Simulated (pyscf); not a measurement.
Elementary routes open to H₂B–NH₂ + H₂C=CH₂ in the gas phase (singlet surface):
A. H₃C–CH₂–BH–NH₂ (B–H broken; B–C, C–H formed)
B. H₂B–NH–CH₂–CH₃ (H–N broken; C–N, C–H formed)
C. H₂C=CH–BH–NH₂ + H₂ (B–H, C–H broken; B–C, H–H formed)

Structures and frequencies: ωB97X-D3(BJ)/def2-SVP in PySCF.

### Question
Rank the routes by free-energy barrier at 600 K, lowest first, for ωB97M-D3(BJ)/def2-TZVP energies (ideal gas, 1 atm, RRHO with modes under 100 cm⁻¹ raised to 100, one conformer, R ln 2 for chiral ones without a mode under 150 cm⁻¹).

### Answer
A (40.9 kcal/mol), C (67.4 kcal/mol), B (89.4 kcal/mol)

Route A is the fastest of these, ahead of the next by 26.5 kcal/mol. The most stable products are those of A (ΔG = -11.0 kcal/mol), so kinetics and thermodynamics agree. At 1200 K A is still the fastest. Only these routes are compared; each barrier is that of the saddle found, and lower ones may exist.
